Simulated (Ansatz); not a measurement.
## Worked example: correlation energy of [Cl···H···Si], triplet

Geometry: a point of a hydrogen-transfer path between rigid fragments, not a stationary point.

```xyz
3

Cl    0.0000    0.0000   -1.6347
H     0.0000    0.0000   -0.2427
Si    0.0000    0.0000    1.8773
```

Basis cc-pVDZ; Ansatz 0.2.0. Only valence electrons are correlated (noble-gas cores frozen), which leaves 12 electrons in 31 orbitals. Prefix R: restricted or restricted open-shell reference.

Full CI isn't at hand for all of this; RCCSDTQ serves as the reference, and is uncertain by about the last step of the cluster series.

Runs differ by some tens of microhartree through their thresholds and, for an open shell, their frozen cores, so steps under 0.03 kcal/mol mean nothing.

```tsv
level	total energy (hartree)
RHF	-748.921222
RMP2	-749.123884
RCCSD	-749.157754
RCCSD(T)	-749.162201
RCCSDT	-749.162931
RCCSDT(Q)	-749.163313
RCCSDTQ	-749.163340
```

Problem. What is the correlation energy at RCCSDTQ, and what share of it do RMP2 and RCCSDT recover?

Solution. E(corr) = -749.163340 − (-748.921222) = -0.242118 hartree = -6.588 eV. RMP2: -0.202662 / -0.242118 = 83.70 %. RCCSDT: -0.241709 / -0.242118 = 99.83 %.

Problem. By how many kcal/mol does RCCSD(T) miss RCCSDTQ (1 hartree = 627.509 kcal/mol), and which steps make up the rest?

Solution. -749.162201 − (-749.163340) = 0.001139 hartree = 0.71 kcal/mol. Steps: RCCSDT − RCCSD(T) = -0.46, RCCSDT(Q) − RCCSDT = -0.24, RCCSDTQ − RCCSDT(Q) = -0.02 kcal/mol. That is within 1 kcal/mol of the reference in this basis, which itself misses far more of the correlation at the basis-set limit.
